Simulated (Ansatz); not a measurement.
**AlHO (singlet): from Hartree-Fock to the top rungs at distance Al1–O2 = 1.675 Å, 6-31G**

How much of the correlation energy of AlHO (singlet) does each wave-function method recover here?

The runs use Ansatz 0.2.0, Gaussian basis; 6-31G, core rule «outside noble gas», up to 6 orbitals frozen.

The runs, in order: UHF; CCSD(T) on RHF; BCCD(T) on RHF; CISD; CCSDT(Q) on RHF; CISDTQ; CCSDTQ on RHF; CASSCF and MRCISD+Q, 2 electrons in 2 orbitals; CASSCF and NEVPT2, 2 electrons in 2 orbitals; Full CI.

41 further runs of the same task are left out: 24 for a known fault of the program, 12 that didn't finish, 5 set aside as unsound or not needed.

### Step 1. What is computed

The geometry derives from a PBE0/def2-TZVP stationary point (not a proven minimum). One bond is set to the value named and the two fragments are kept rigid.

3 atoms, charge 0, spin multiplicity 1.

Atoms are counted from 1 here; the program's logs count them from 0.

Bond lengths: Al1–O2 1.674 Å, O2–H3 0.950 Å. Angles: Al1–O2–H3 180.0°.

### Step 2. UHF

in.yaml

```yaml
crystal:
  periodic: [false, false, false]
  atoms:
    - {symbol: Al, position_ang: [0.000000, 0.000000, 1.432992]}
    - {symbol: O, position_ang: [0.000000, 0.000000, -0.241478]}
    - {symbol: H, position_ang: [0.000000, 0.000000, -1.191514]}
basis:
  gaussian: {orbitals: 6-31G}
magnetization: {spin_polarized: true, initial_magnetization: 0}
hamiltonian: {xc: hf}
output: {orbitals: {seedname: orbitals}}
```

Run with:

```sh
> ansatz run in.yaml --threads 1 --pin off --events-out ev --progress --plain --max-ram 2393MiB
```

After this run come: CCSD(T) on RHF; BCCD(T) on RHF; CISD; CCSDT(Q) on RHF; CISDTQ; CCSDTQ on RHF; CASSCF and MRCISD+Q, 2 electrons in 2 orbitals; CASSCF and NEVPT2, 2 electrons in 2 orbitals; Full CI.

**Question.** What will the summary of the whole plan be? Wanted: FCI below the RHF energy; RMP2 from FCI; RCCSD from FCI; RCCSD(T) from FCI; RCCSDT(Q) from FCI; NEVPT2 pair from FCI; MRCISD+Q pair from FCI; T1 diagnostic; effectively unpaired electrons.

As calculated:

| quantity | value |
| --- | --- |
| FCI below the RHF energy | -4.5670 eV |
| RMP2 from FCI | +420.6 meV |
| RCCSD from FCI | +96.0 meV |
| RCCSD(T) from FCI | +22.5 meV |
| RCCSDT(Q) from FCI | -2.2 meV |
| NEVPT2 pair from FCI | +358.3 meV |
| MRCISD+Q pair from FCI | +59.0 meV |
| levels within 1 kcal/mol (43 meV) | RCCSD(T), BCCD(T), RCCSDT, CISDTQ, RCCSDT(Q), RCCSDTQ |
| T1 diagnostic | 0.021 |
| effectively unpaired electrons | 0.07 |

**Reading.** RCCSD(T) lands +22.5 meV from the yardstick (0.5 % of the correlation energy). RCCSDT(Q) falls below full CI, which methods that aren't variational can do. One determinant dominates. Of the multireference levels listed MRCISD+Q pair comes nearest in total energy (+59.0 meV), which doesn't show that its space is the better one. These misses are within one basis, not against nature.
